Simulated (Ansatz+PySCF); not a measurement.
Values are calculated unless marked as measured or tabulated.
## Ansatz (development build ahead of 0.2.0) run

```yaml
crystal:
  periodic: [false, false, false]
  atoms:
    - { symbol: O, position_ang: [0.0, 0.0, -0.11966] }
    - { symbol: H, position_ang: [0.0, 0.75417, 0.47865] }
    - { symbol: H, position_ang: [0.0, -0.75417, 0.47865] }
    - { symbol: O, position_ang: [10.0, 0.0, -0.10849] }
    - { symbol: H, position_ang: [10.0, 0.0, 0.86793] }
basis:
  gaussian: { orbitals: STO-3G }
magnetization:
  spin_polarized: true
  initial_magnetization: 1
hamiltonian:
  xc: hf
correlation:
  method: mp2
  frozen_orbitals: { H: 0, O: 1 }
scf:
  omitted_lower_state_checks: [stability, starts, atomic_configurations, cluster_reference, orbital_swaps, given_window_search, neighbouring_geometries, increment]
```

The input is written out in the form of the current development build from the run's settings.

The run gave:

```yaml
Converged: yes
Reference_energy: -149.32725 hartree
Correlation_energy: -0.05205 hartree
Total_energy: -149.37929 hartree
Spin_squared_of_the_determinant: 0.753
Occupied_orbitals_by_symmetry_in_an_Abelian_subgroup_alpha;_beta: 8 A' 2 A''; 8 A' 1 A''
```

Messages of the program:
```
mean field -4063.40144107 eV, -149.3272486869 hartree, gradient 7.7e-7 eV, S^2 0.753398; 0 other ends of a descent, 0 dependent functions left out
```
